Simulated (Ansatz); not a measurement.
Basis-set extrapolation for CH₃AlO (PBE0-D4/def2-TZVP geometry, frozen core, Ansatz). Multiplicity 1, RHF reference.

```
                      def2-TZVPP   def2-QZVPP
                 HF  -356.414541  -356.427362
    MP2 correlation    -0.466166    -0.500786
CCSD(T) correlation    -0.509489      not run
```

Energies in hartree. Use E(X) = E(∞) + A·exp(−7.88·√X) for Hartree–Fock and E(X) = E(∞) + B·X^(−2.97) for correlation, with X = 3 and 4, and add CCSD(T) minus MP2 of the smaller set to the MP2 limit.

Task: What is the CCSD(T) energy at the basis-set limit?

Result: HF limit: -356.427362 + (-0.012821) × 0.13774 = -356.42913. MP2 limit: -0.500786 + (-0.034620) × 0.74074 = -0.52643. Higher-order term: -0.509489 − (-0.466166) = -0.04332. Total: -356.99888 hartree, 196.5 kJ/mol below CCSD(T)/def2-TZVPP.
